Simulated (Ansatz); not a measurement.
# BHF₂: geometry and frequencies at several levels, part 2 of 2

Aim: geometry and frequencies at several levels, for BHF₂, with the cost of each level.

Ansatz 0.2.0, Gaussian bases. Earlier steps stand in the parts before.

## Step 8: Frequencies, r2SCAN-D4/def2-TZVPP

input.yaml

```yaml
crystal:
  periodic: [false, false, false]
  atoms:
    - { symbol: F, position_ang: [-0.1956918, -1.12681138, -0.00369603] }
    - { symbol: B, position_ang: [0.49271827, -0.00429971, -0.00252112] }
    - { symbol: F, position_ang: [-0.17665508, 1.12964064, 0.00530318] }
    - { symbol: H, position_ang: [1.68189861, -0.01430954, -0.00834602] }
basis:
  gaussian: { orbitals: def2-TZVPP }
hamiltonian:
  xc: r2scan
  dispersion: d4
phonons: {}
```

On the command line:

```
$ ansatz run input.yaml --threads 2 --pin off --max-ram 5120MiB --backend cpu --events-out ev --progress --plain --runs-dir out
```

Standard output, shortened:

```text
Warning: RAYON_NUM_THREADS=2 ignored (pool sized by the plan → 2); use --threads N
[...]
Functional definition: r2SCAN
[...]
540 factors; their error is unknown
[...]
mean field -6129.34498705 eV, -225.2492736547 hartree, gradient 2.9e-6 eV, S^2 0.000000; 0 other end points of the search recorded, 0 dependent functions left out
[...]
reference -6129.34499653 eV, -225.2492740034 hartree; 12, 12 occupied and 95, 95 virtual orbitals, 540 factors
[...]
540 factors; their error is unknown
mean field -6129.34493784 eV, -225.2492718465 hartree, gradient 2.6e-6 eV, S^2 0.000000; 0 other end points of the search recorded, 0 dependent functions left out
[...]
reference -6129.34494733 eV, -225.2492721952 hartree; 12, 12 occupied and 95, 95 virtual orbitals, 540 factors
[...]
540 factors; their error is unknown
[...]
reference -6129.34496325 eV, -225.2492727802 hartree; 12, 12 occupied and 95, 95 virtual orbitals, 540 factors
[...]
540 factors; their error is unknown
mean field -6129.34495666 eV, -225.2492725381 hartree, gradient 2.5e-6 eV, S^2 0.000000; 0 other end points of the search recorded, 0 dependent functions left out
[...]
reference -6129.34496615 eV, -225.2492728868 hartree; 12, 12 occupied and 95, 95 virtual orbitals, 540 factors
Total energy: -6129.35168545 eV, -225.2495198164 hartree
Atom 0 at    -0.195692    -1.126811    -0.003696 Å, force     0.000024     0.000042     0.000000 eV/Å
Atom 1 at     0.492718    -0.004300    -0.002521 Å, force    -0.000014     0.000000     0.000000 eV/Å
Atom 2 at    -0.176655     1.129641     0.005303 Å, force     0.000024    -0.000042    -0.000000 eV/Å
Atom 3 at     1.681899    -0.014310    -0.008346 Å, force    -0.000035     0.000000     0.000000 eV/Å
Dipole moment:     0.176711    -0.001487    -0.000866 e Å
Vibrations: 538.43 922.70 1089.91 1176.44 1429.87 2687.22 cm⁻¹, zero-point energy 0.486301 eV
```

Wall time 15 s (2 threads of Intel Xeon Platinum 8259CL at 2.50GHz (Skylake/Cascade Lake), shared host); peak memory 0.16 GiB.

Harmonic frequencies (cm⁻¹; negative: imaginary): 538, 923, 1090, 1176, 1430, 2687.

## Step 9: Relaxation, B3LYP-D4/def2-TZVPP

input.yaml

```yaml
crystal:
  periodic: [false, false, false]
  atoms:
    - { symbol: F, position_ang: [-0.19427846, -1.12465189, -0.00369427] }
    - { symbol: B, position_ang: [0.49070054, -0.00428273, -0.00251105] }
    - { symbol: F, position_ang: [-0.17527837, 1.12745767, 0.00528763] }
    - { symbol: H, position_ang: [1.68112629, -0.01430304, -0.0083423] }
basis:
  gaussian: { orbitals: def2-TZVPP }
hamiltonian:
  xc: { name: B3LYP }
  dispersion: d4
relax:
  f_tol: 0.002
  max_steps: 150
```

On the command line:

```
$ ansatz run input.yaml --threads 2 --pin off --max-ram 5120MiB --backend cpu --events-out ev --progress --plain --runs-dir out
```

Standard output, shortened:

```text
Warning: RAYON_NUM_THREADS=2 ignored (pool sized by the plan → 2); use --threads N
[...]
Functional definition: B3LYP
[...]
540 factors; their error is unknown
[...]
mean field -6132.27672763 eV, -225.3570131338 hartree, gradient 2.6e-5 eV, S^2 0.000000; 0 other end points of the search recorded, 0 dependent functions left out
[...]
reference -6132.27691706 eV, -225.3570200952 hartree; 12, 12 occupied and 95, 95 virtual orbitals, 540 factors
relax step   1: F+E_penalty+E_count = -6132.32412577 eV  Δ(F+E_penalty+E_count) = +0.000e0 eV  max|allowed force component| = 3.013e-1 eV/Å  Δτ_max = 0.0000 Å  (26 SCF iters, accepted)
[...]
relax step   4: F+E_penalty+E_count = -6132.32533231 eV  Δ(F+E_penalty+E_count) = -6.330e-7 eV  max|allowed force component| = 2.474e-3 eV/Å  Δτ_max = 0.0001 Å  (29 SCF iters, accepted)
[...]
relax step   5: F+E_penalty+E_count = -6132.32533254 eV  Δ(F+E_penalty+E_count) = -2.238e-7 eV  max|allowed force component| = 3.406e-5 eV/Å  Δτ_max = 0.0001 Å  (29 SCF iters, accepted)
540 factors; their error is unknown
[...]
mean field -6132.27798038 eV, -225.3570591718 hartree, gradient 8.1e-6 eV, S^2 0.000000; 1 other end points of the search recorded, 0 dependent functions left out
[...]
reference -6132.27816956 eV, -225.3570661240 hartree; 12, 12 occupied and 95, 95 virtual orbitals, 540 factors
Total energy: -6132.32552172 eV, -225.3588062836 hartree
Atom 0 at    -0.194290    -1.128512    -0.003710 Å, force     0.000008     0.000023     0.000000 eV/Å
Atom 1 at     0.492948    -0.004302    -0.002522 Å, force    -0.000034     0.000000     0.000000 eV/Å
Atom 2 at    -0.175225     1.131318     0.005303 Å, force     0.000007    -0.000024    -0.000000 eV/Å
Atom 3 at     1.678837    -0.014284    -0.008331 Å, force     0.000019    -0.000000    -0.000000 eV/Å
Dipole moment:     0.190801    -0.001606    -0.000935 e Å
```

Wall time 11 s (2 threads of Intel Xeon Platinum 8259CL at 2.50GHz (Skylake/Cascade Lake), shared host); peak memory 0.16 GiB.

The steps of the relaxation:

| step | E - E(step 1) (eV) | largest force component (eV/Å) |
| --- | --- | --- |
| 1 | 0.0000 | 0.3013 |
| 2 | -0.0010 | 0.1198 |
| 3 | -0.0012 | 0.0060 |
| 4 | -0.0012 | 0.0025 |
| 5 | -0.0012 | 0.0000 |

Step 1 is the start.

Before: Bond lengths: F1–B2 1.313 Å, B2–F3 1.313 Å, B2–H4 1.190 Å. Angles: F1–B2–F3 118.1°, F1–B2–H4 121.0°, F3–B2–H4 121.0°.

After: Bond lengths: F1–B2 1.318 Å, B2–F3 1.318 Å, B2–H4 1.186 Å. Angles: F1–B2–F3 118.1°, F1–B2–H4 121.0°, F3–B2–H4 121.0°.

## Step 10: Frequencies, B3LYP-D4/def2-TZVPP

input.yaml

```yaml
crystal:
  periodic: [false, false, false]
  atoms:
    - { symbol: F, position_ang: [-0.19429034, -1.12851215, -0.00370971] }
    - { symbol: B, position_ang: [0.49294848, -0.00430165, -0.00252223] }
    - { symbol: F, position_ang: [-0.17522512, 1.13131758, 0.00530298] }
    - { symbol: H, position_ang: [1.67883698, -0.01428377, -0.00833103] }
basis:
  gaussian: { orbitals: def2-TZVPP }
hamiltonian:
  xc: { name: B3LYP }
  dispersion: d4
phonons: {}
```

On the command line:

```
$ ansatz run input.yaml --threads 2 --pin off --max-ram 5120MiB --backend cpu --events-out ev --progress --plain --runs-dir out
```

Standard output, shortened:

```text
Warning: RAYON_NUM_THREADS=2 ignored (pool sized by the plan → 2); use --threads N
[...]
[... 1 set-up line as earlier in the session ...]
[...]
540 factors; their error is unknown
[...]
mean field -6132.27798038 eV, -225.3570591718 hartree, gradient 2.5e-5 eV, S^2 0.000000; 0 other end points of the search recorded, 0 dependent functions left out
[...]
reference -6132.27816956 eV, -225.3570661241 hartree; 12, 12 occupied and 95, 95 virtual orbitals, 540 factors
[...]
540 factors; their error is unknown
[...]
mean field -6132.27793109 eV, -225.3570573601 hartree, gradient 7.6e-7 eV, S^2 0.000000; 0 other end points of the search recorded, 0 dependent functions left out
[...]
reference -6132.27812029 eV, -225.3570643131 hartree; 12, 12 occupied and 95, 95 virtual orbitals, 540 factors
[...]
540 factors; their error is unknown
[...]
reference -6132.27812871 eV, -225.3570646226 hartree; 12, 12 occupied and 95, 95 virtual orbitals, 540 factors
[...]
540 factors; their error is unknown
mean field -6132.27795710 eV, -225.3570583163 hartree, gradient 2.8e-6 eV, S^2 0.000000; 0 other end points of the search recorded, 0 dependent functions left out
[...]
reference -6132.27814623 eV, -225.3570652664 hartree; 12, 12 occupied and 95, 95 virtual orbitals, 540 factors
Total energy: -6132.32552172 eV, -225.3588062836 hartree
Atom 0 at    -0.194290    -1.128512    -0.003710 Å, force     0.000008     0.000023     0.000000 eV/Å
Atom 1 at     0.492948    -0.004302    -0.002522 Å, force    -0.000034     0.000000     0.000000 eV/Å
Atom 2 at    -0.175225     1.131318     0.005303 Å, force     0.000008    -0.000023    -0.000000 eV/Å
Atom 3 at     1.678837    -0.014284    -0.008331 Å, force     0.000019    -0.000000    -0.000000 eV/Å
Dipole moment:     0.190801    -0.001606    -0.000935 e Å
Vibrations: 536.22 928.60 1092.53 1171.36 1420.87 2697.14 cm⁻¹, zero-point energy 0.486434 eV
```

It took 9.1 s on 2 threads of Intel Xeon Platinum 8259CL at 2.50GHz (Skylake/Cascade Lake), shared host; peak memory 0.16 GiB.

Harmonic frequencies (cm⁻¹; negative: imaginary): 536, 929, 1093, 1171, 1421, 2697.

## Step 11: Relaxation, B2PLYP/def2-TZVPP

input.yaml

```yaml
crystal:
  periodic: [false, false, false]
  atoms:
    - { symbol: F, position_ang: [-0.19427846, -1.12465189, -0.00369427] }
    - { symbol: B, position_ang: [0.49070054, -0.00428273, -0.00251105] }
    - { symbol: F, position_ang: [-0.17527837, 1.12745767, 0.00528763] }
    - { symbol: H, position_ang: [1.68112629, -0.01430304, -0.0083423] }
basis:
  gaussian: { orbitals: def2-TZVPP }
hamiltonian:
  xc: { name: B2PLYP }
relax:
  f_tol: 0.002
  max_steps: 150
```

On the command line:

```
$ ansatz run input.yaml --threads 2 --pin off --max-ram 5120MiB --backend cpu --events-out ev --progress --plain --runs-dir out
```

Standard output, shortened:

```text
Warning: RAYON_NUM_THREADS=2 ignored (pool sized by the plan → 2); use --threads N
[...]
Functional definition: B2PLYP
[...]
753 factors; integrals over basis functions are off by at most 3.7e-4 eV
[...]
mean field -6123.46038518 eV, -225.0330185249 hartree, gradient 2.5e-6 eV, S^2 0.000000; 0 other end points of the search recorded, 0 dependent functions left out
3 core orbitals not correlated: weight in the atoms' cores, before any rotation towards them, 1.000 or more for the frozen orbitals, at most 0.000 for the correlated occupied ones
reference -6123.46049984 eV, -225.0330227385 hartree; 9, 9 occupied and 95, 95 virtual orbitals, 753 factors
second order -19.17530187 eV of doubles, -0.00000000 eV of singles
[...]
relax step   1: F+E_penalty+E_count = -6128.63771669 eV  Δ(F+E_penalty+E_count) = +0.000e0 eV  max|allowed force component| = 3.513e-1 eV/Å  Δτ_max = 0.0000 Å  (35 SCF iters, accepted)
[...]
753 factors; integrals over basis functions are off by at most 3.8e-4 eV
[...]
mean field -6123.45810822 eV, -225.0329348482 hartree, gradient 2.5e-6 eV, S^2 0.000000; 1 other end points of the search recorded, 0 dependent functions left out
3 core orbitals not correlated: weight in the atoms' cores, before any rotation towards them, 1.000 or more for the frozen orbitals, at most 0.000 for the correlated occupied ones
reference -6123.45822251 eV, -225.0329390482 hartree; 9, 9 occupied and 95, 95 virtual orbitals, 753 factors
second order -19.18928377 eV of doubles, -0.00000000 eV of singles
[...]
Total energy: -6128.63932913 eV, -225.2233412045 hartree
Atom 0 at    -0.193403    -1.128488    -0.003714 Å, force     0.000046     0.000056     0.000000 eV/Å
Atom 1 at     0.493401    -0.004305    -0.002524 Å, force     0.000005    -0.000000    -0.000000 eV/Å
Atom 2 at    -0.174338     1.131278     0.005298 Å, force     0.000045    -0.000057    -0.000000 eV/Å
Atom 3 at     1.676609    -0.014265    -0.008320 Å, force    -0.000096     0.000001     0.000000 eV/Å
Dipole moment:     0.193947    -0.001632    -0.000950 e Å
```

Wall time 24 s (2 threads of Intel Xeon Platinum 8259CL at 2.50GHz (Skylake/Cascade Lake), shared host); peak memory 0.23 GiB.

Relaxation path:

```csv
step,E - E(step 1) (eV),largest force component (eV/Å)
1,0.0000,0.3513
2,-0.0013,0.1304
3,-0.0015,0.0050
4,-0.0015,0.0023
5,-0.0015,0.0001
```

Step 1 is the start.

Before: Bond lengths: F1–B2 1.313 Å, B2–F3 1.313 Å, B2–H4 1.190 Å. Angles: F1–B2–F3 118.1°, F1–B2–H4 121.0°, F3–B2–H4 121.0°.

After: Bond lengths: F1–B2 1.317 Å, B2–F3 1.317 Å, B2–H4 1.183 Å. Angles: F1–B2–F3 118.1°, F1–B2–H4 120.9°, F3–B2–H4 120.9°.

## Step 12: Frequencies, B2PLYP/def2-TZVPP

input.yaml

```yaml
crystal:
  periodic: [false, false, false]
  atoms:
    - { symbol: F, position_ang: [-0.19340253, -1.12848754, -0.00371395] }
    - { symbol: B, position_ang: [0.49340139, -0.00430546, -0.00252439] }
    - { symbol: F, position_ang: [-0.17433785, 1.13127804, 0.00529849] }
    - { symbol: H, position_ang: [1.67660898, -0.01426502, -0.00832014] }
basis:
  gaussian: { orbitals: def2-TZVPP }
hamiltonian:
  xc: { name: B2PLYP }
phonons: {}
```

On the command line:

```
$ ansatz run input.yaml --threads 2 --pin off --max-ram 5120MiB --backend cpu --events-out ev --progress --plain --runs-dir out
```

Standard output, shortened:

```text
Warning: RAYON_NUM_THREADS=2 ignored (pool sized by the plan → 2); use --threads N
[...]
[... 1 set-up line as earlier in the session ...]
[...]
753 factors; integrals over basis functions are off by at most 3.8e-4 eV
[...]
mean field -6123.45810822 eV, -225.0329348482 hartree, gradient 8.0e-7 eV, S^2 0.000000; 0 other end points of the search recorded, 0 dependent functions left out
3 core orbitals not correlated: weight in the atoms' cores, before any rotation towards them, 1.000 or more for the frozen orbitals, at most 0.000 for the correlated occupied ones
reference -6123.45822251 eV, -225.0329390481 hartree; 9, 9 occupied and 95, 95 virtual orbitals, 753 factors
second order -19.18928375 eV of doubles, -0.00000000 eV of singles
[...]
753 factors; integrals over basis functions are off by at most 3.8e-4 eV
[...]
mean field -6123.45815865 eV, -225.0329367012 hartree, gradient 1.6e-6 eV, S^2 0.000000; 0 other end points of the search recorded, 0 dependent functions left out
3 core orbitals not correlated: weight in the atoms' cores, before any rotation towards them, 1.000 or more for the frozen orbitals, at most 0.000 for the correlated occupied ones
reference -6123.45827287 eV, -225.0329408990 hartree; 9, 9 occupied and 95, 95 virtual orbitals, 753 factors
second order -19.18897561 eV of doubles, -0.00000000 eV of singles
[...]
Total energy: -6128.63932912 eV, -225.2233412043 hartree
Atom 0 at    -0.193403    -1.128488    -0.003714 Å, force     0.000046     0.000056     0.000000 eV/Å
Atom 1 at     0.493401    -0.004305    -0.002524 Å, force     0.000004    -0.000000    -0.000000 eV/Å
Atom 2 at    -0.174338     1.131278     0.005298 Å, force     0.000045    -0.000057    -0.000000 eV/Å
Atom 3 at     1.676609    -0.014265    -0.008320 Å, force    -0.000096     0.000001     0.000000 eV/Å
Dipole moment:     0.193947    -0.001632    -0.000950 e Å
Vibrations: 538.74 938.18 1105.93 1177.16 1432.61 2731.05 cm⁻¹, zero-point energy 0.491205 eV
```

Wall time 36 s (2 threads of Intel Xeon Platinum 8259CL at 2.50GHz (Skylake/Cascade Lake), shared host); peak memory 0.24 GiB.

Harmonic frequencies (cm⁻¹; negative: imaginary): 539, 938, 1106, 1177, 1433, 2731.

## Step 13: The levels compared

```csv
level,F1–B2 (Å),B2–F3 (Å),rotational constants (MHz),dipole (D),highest frequency (cm⁻¹),CPU time
PBE0-D4/def2-TZVPP,1.3132,1.3132,"74353, 10488, 9191.9",0.89,2693,18 s
PBE-D4/def2-TZVPP,1.3265,1.3265,"73122, 10274, 9008",0.81,2628,16 s
r2SCAN-D4/def2-TZVPP,1.3168,1.3168,"73872, 10448, 9153.5",0.85,2687,25 s
B3LYP-D4/def2-TZVPP,1.3176,1.3176,"74176, 10417, 9134.2",0.92,2697,19 s
B2PLYP/def2-TZVPP,1.3174,1.3174,"74342, 10418, 9137.2",0.93,2731,45 s
```

Constants are for the commonest isotopes at the equilibrium geometry; times are CPU times of the relaxations.

## Step 14: What came out

The summary covers parts 1 to 2.

| quantity | value |
| --- | --- |
| F1–B2 at B2PLYP/def2-TZVPP | 1.317 Å |
| B2–F3 at B2PLYP/def2-TZVPP | 1.317 Å |
| frequencies at B2PLYP/def2-TZVPP | 539 to 2731 cm⁻¹ |

What this shows: The F–B distance spreads over 0.013 Å, from PBE0-D4/def2-TZVPP (shortest) to PBE-D4/def2-TZVPP. Measured dipole moment of BF2H: 0.971 D (NIST CCCBDB Release 22 (SRD 101), experimental dipoles). This calculation gives 0.93 D (-4.1 %). That is B2PLYP/def2-TZVPP. No mode is imaginary, so the geometry is a minimum.
